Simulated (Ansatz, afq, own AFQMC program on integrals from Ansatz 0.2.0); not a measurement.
Integrals from Ansatz 0.2.0, then the random walk in our own AFQMC program (afq).

```yaml
crystal:
  periodic: [false, false, false]
  atoms:
    - {symbol: N, position_ang: [0.000000, -0.069407, 0.502406]}
    - {symbol: Be, position_ang: [0.000000, -0.123120, -0.833514]}
    - {symbol: H, position_ang: [0.000000, 0.737693, 1.132402]}
    - {symbol: H, position_ang: [0.000000, 1.327648, -0.661416]}
basis:
  gaussian: {orbitals: cc-pVDZ}
magnetization: {spin_polarized: true, initial_magnetization: 3}
correlation: {method: ccsd_t, electrons: outside_noble_gas, hamiltonian_folder: ham}
```

```sh
$ ansatz run in.yaml --threads 1 --pin off --events-out ev --progress --plain --max-ram 1382MiB
```

Options of the walk:

```
--method phaseless --trial cisd --walkers 60 --populations 1 --least-time 40 --time-step 0.005 --steps-per-block 50 --equilibration-blocks 28 --max-blocks 300 --target-error 0.00036 --factor-cut 1e-05 --start spin_pure --seed 2403 --release-times 0.24,0.51,0.99,1.62,2.4 --release-step 0.03 --release-every 4 --taylor-order 6
```

Times are imaginary, in 1/Eh. The walk had a cap of 1002 s.

afq prints:

```
orbitals 36  electrons 6 3  factors 282 of 352
reference energy -70.05317419 Eh
CCSD correlation -0.18479627 Eh in 11 cycles, weight of the determinant in the CISD state 0.9187
energy of the start -70.237380 Eh
 block  time / (1/Eh)  mean weight  energy / Eh
     1     0.250  1.0003  -70.236699
     2     0.500  1.0004  -70.238140
     3     0.750  0.9996  -70.242818
     4     1.000  1.0004  -70.238599
     5     1.250  0.9996  -70.239676
    10     2.500  0.9998  -70.243738
    29     7.250  0.9996  -70.242568
    49    12.250  0.9975  -70.242396
    69    17.250  0.9990  -70.243695
    73    18.250  1.0005  -70.248322
    89    22.250  0.9993  -70.245034
   109    27.250  1.0011  -70.244238
   129    32.250  1.0014  -70.243440
   141    35.250  0.9982  -70.239018
   149    37.250  1.0002  -70.246377
   169    42.250  0.9993  -70.246438
   185    46.250  1.0038  -70.242047
blocks merged  error / Eh  count
     1  0.000221  160
     2  0.000261  80
     4  0.000274  40
     8  0.000268  20
    16  0.000287  10
released: time / (1/Eh)  energy / Eh  error  mean overlap
  0.24  -70.243693  0.000457  0.9914
  0.51  -70.243509  0.000297  0.9853
  0.99  -70.243340  0.000323  0.9818
  1.62  -70.243524  0.000390  0.9609
  2.40  -70.243357  0.000420  0.9865
energy -70.243101 +/- 0.000274 Eh
(rows thinned)
```

The run passed its tests (sampling time, drift between the halves within three errors, error under three times the target), which doesn't prove that it has relaxed.

Against this walk (error 7.5 meV) on the same determinant: CCSD(T) 21.5 meV higher, CCSDT(Q) 8.2 meV lower (within the noise). The error is statistical and leaves out the bias of the constraint. Released to 2.40 1/Eh the energy moves by -7 ± 14 meV (both errors), within twice the noise.

Cautions: constraint bias not in the error; lower spins were not checked.

The walk took 3 min on 1 thread of AMD EPYC 7R32 (Zen 2) (shared host). The log's last line is the phaseless energy.

CCSDT and higher add their correlation energy to the determinant of the CCSD(T) run, since their own runs factorise the integrals more tightly (a shift of under 2 meV). A walk keeps the symmetry of its determinant, which the program's search chose and which needn't be the lowest solution, so a lower state of the same spin and another symmetry isn't excluded.
